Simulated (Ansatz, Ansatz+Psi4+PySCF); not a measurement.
```xyz
2

O     0.0000    0.0000    0.6230
O     0.0000    0.0000   -3.1149
```

Basis set: cc-pVTZ (spherical functions). Correlated methods keep 2 orbitals frozen. Correlation on ROHF uses semicanonical orbitals with singles. Charge 0, multiplicity 3.

Computed with Ansatz (development build ahead of 0.2.0); each method stands on the lowest determinant of its kind that the runs found.

Q: Give the atomization energy at this shape (free ground-state atoms in the same class of orbitals less the molecule, no zero-point energy) of triplet O2 in separate pieces by UHF-CCSD(T), UHF-CCSD, UHF-MP2, ROHF-MP2, ROHF, UHF.

A:

```json
{"method": "UHF-CCSD(T)", "atomization energy": "-0.48 eV"}
{"method": "UHF-CCSD", "atomization energy": "-0.70 eV"}
{"method": "UHF-MP2", "atomization energy": "-1.02 eV"}
{"method": "ROHF-MP2", "atomization energy": "-2.87 eV"}
{"method": "ROHF", "atomization energy": "-3.29 eV"}
{"method": "UHF", "atomization energy": "-0.97 eV"}
```

Caution: the determinant breaks the point group. Caution for UHF-CCSD(T), UHF-CCSD, UHF-MP2: large amplitudes, a single reference is doubtful. Caution for UHF-CCSD(T), UHF-CCSD: the program doubts this total. Caution for UHF-CCSD(T), UHF-CCSD, UHF-MP2, UHF: the unrestricted determinant is a mixture of spin states. Caution for UHF-MP2, ROHF-MP2: another reference gives a lower total. Caution for UHF-MP2, ROHF-MP2, ROHF: the molecule lies well above its atoms at this level. Caution for ROHF-MP2, ROHF: an unrestricted determinant lies well below. Caution for ROHF-MP2: bonds are stretched, where a single reference can fail.
